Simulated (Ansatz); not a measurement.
Relaxed structures of CH5Al2 (charge -1), singlet (PBE0-D4/def2-TZVPD; forces vanish, vibrations not checked; lower isomers may exist, and structures with a doubtful reference or unclear bonds are left out; Å). Program: Ansatz 0.2.0. Basis: def2-TZVPPD. Cores are frozen in the correlated methods.

(1) Rank them by CCSD(T) energy, lowest first, and give each one's height above the lowest. Links in brackets join atoms within 1.22 times the sum of their covalent radii (1.1 for two metals). (To be estimated.)
A.
CH₅Al₂ ([CH3][AlH][AlH]), total charge -1
```
8
angstrom
C -1.0416 1.1274 -0.9612
Al -0.2126 0.5535 0.7850
Al 0.7411 -1.8114 1.2846
H -0.9037 2.2073 -1.1054
H -0.6222 0.6170 -1.8340
H -0.9910 1.4373 1.9417
H -2.1248 0.9480 -0.9565
H 2.3928 -1.6951 1.3779
```
B.
CH₅Al₂ ([AlH2][CH][AlH2]), total charge -1
```
8
angstrom
C -0.1616 0.3576 0.5241
Al -0.8401 0.9835 -1.0880
Al 0.8938 -1.1675 0.6297
H -1.7694 2.3105 -1.2622
H -0.5751 0.2642 -2.5128
H -0.3901 0.9065 1.4420
H 1.3034 -2.0658 -0.6521
H 1.5255 -1.7774 2.0022
```
C.
CH₅Al₂ ([CH2][AlH][AlH2]), total charge -1
```
8
angstrom
C -0.9545 1.1471 -1.1103
Al -0.3711 0.6757 0.5805
Al 1.0752 -1.4273 0.6623
H -1.5781 2.0035 -1.3795
H -0.6880 0.5548 -1.9887
H -0.7323 1.5125 1.9263
H 1.4716 -2.3176 -0.6402
H 1.7771 -2.1486 1.9495
```

T1 diagnostic: at most 0.022. The restricted Hartree–Fock reference is unstable towards an unrestricted one at one or more of these structures.

## Answers

(1) The calculation gives: B (0.0 kJ/mol), A (41.9 kJ/mol), C (72.3 kJ/mol). Heights count from the lowest.

For scale, one of the runs: CCSD(T)/def2-TZVPPD, 218 basis functions, launched by `ansatz run in.yaml --threads 2 --pin off --events-out ev --progress --plain --max-ram 4352MiB`. The run took 46 s on 2 CPU threads of an Intel Xeon Platinum 8223CL (shared host), with 3 GiB of host memory at its peak.
